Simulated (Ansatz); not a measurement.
Reaction (SMILES): [SiH3][SiH] (SiH-SiH3) (closed-shell singlet) + 2 [H][H] (H2) → 2 [SiH4] (SiH4)
B3LYP-D3(BJ)/def2-TZVP geometries, fixed; electronic energies without zero-point terms.
Largest species:
```
Si
H 1 1.4846
H 1 1.4893 2 107.80
H 1 1.4893 2 107.80 3 -116.32
Si 1 2.3971 2 114.30 3 121.84
H 5 1.5236 1 88.28 2 -180.00
```

Core correlation in the energy of full hydrogenation at MP2 with Ansatz (a first-principles code), in kcal/mol: frozen core against 1s of Al to Cl frozen alone. Core-valence sets carry the plain set on hydrogen. A restricted Hartree-Fock determinant is unstable towards unrestricted orbitals.

| basis | functions, most | frozen core | 1s of Al to Cl frozen alone | core term (second minus first) |
|---|---|---|---|---|
| cc-pV(D+d)Z | 66 | -69.49 | -68.92 | 0.57 |
| cc-pCVDZ | 74 | -66.56 | -65.77 | 0.80 |
| cc-pV(T+d)Z | 134 | -67.10 | -67.61 | -0.51 |
| cc-pCVTZ | 174 | -67.00 | -65.80 | 1.20 |
| cc-pwCVTZ | 174 | -67.62 | -66.26 | 1.35 |
| cc-pV(Q+d)Z | 248 | -67.80 | -70.22 | -2.42 |
| cc-pwCVQZ | 338 | -67.83 | -66.57 | 1.26 |
| cc-pCVQZ | 338 | -67.83 | -66.58 | 1.25 |

The largest core-valence set, cc-pCVQZ, gives a core term of 1.25 kcal/mol; the valence set cc-pV(Q+d)Z, which lacks functions for the core, gives -2.42.
